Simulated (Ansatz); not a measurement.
# A ladder of methods for CH2BF (SMILES B[C]F)

The species is CH2BF (5 atoms), meant as a triplet with charge 0. SMILES: `B[C]F`. The coordinates come from a GFN2-xTB relaxation.

```xyz
5

B    -0.5056   -0.2501   -0.1209
C     0.8999    0.1798   -0.2454
F     1.7161    0.8967    0.4901
H    -0.9948   -0.9049   -0.9535
H    -1.1156    0.0785    0.8297
```

Each level gives the energy change with the B1–H4 bond stretched from 1.167 to 2.333 Å (eV). The values are calculated.

```tsv
level	kind	program	value (eV)	less FCI/STO-3G	CPU time (all runs)
UHF/STO-3G	Hartree–Fock	Ansatz	4.90	+0.25	0.34 s
U-revPBE/STO-3G	GGA	Ansatz	5.03	+0.38	5.9 s
U-r2SCAN/STO-3G	meta-GGA	Ansatz	5.16	+0.51	9.6 s
UBHLYP/STO-3G	global hybrid	Ansatz	5.48	+0.83	4.3 s
UCAM-B3LYP/STO-3G	range-separated hybrid	Ansatz	5.45	+0.80	4.3 s
UB2PLYP/STO-3G	double hybrid	Ansatz	5.39	+0.74	4.3 s
RPA@PBE/STO-3G	RPA	Ansatz	5.20	+0.55	4.4 s
UCCSDT(Q)/STO-3G	coupled cluster or CI	Ansatz	4.64	-0.01	4.2 s
FCI/STO-3G	exact in the basis	Ansatz	4.65	0.00	1.9 min
```

FCI/STO-3G is exact within its basis and frozen core, so for wave-function methods in that basis the difference is their error; functionals converge differently with the basis, so for them it is only a difference. The first shape isn't each level's own minimum. The values span 4.64 to 5.48 eV. Spin contamination of the reference (⟨S²⟩ at least 0.1 too high) touches UHF/STO-3G, U-revPBE/STO-3G, U-r2SCAN/STO-3G, UBHLYP/STO-3G, UCAM-B3LYP/STO-3G, UB2PLYP/STO-3G, RPA@PBE/STO-3G, UCCSDT(Q)/STO-3G. All rows use very small basis sets, so none should be taken for the real molecule's value. CPU times are rough (shared hosts, several kinds of processor and program).
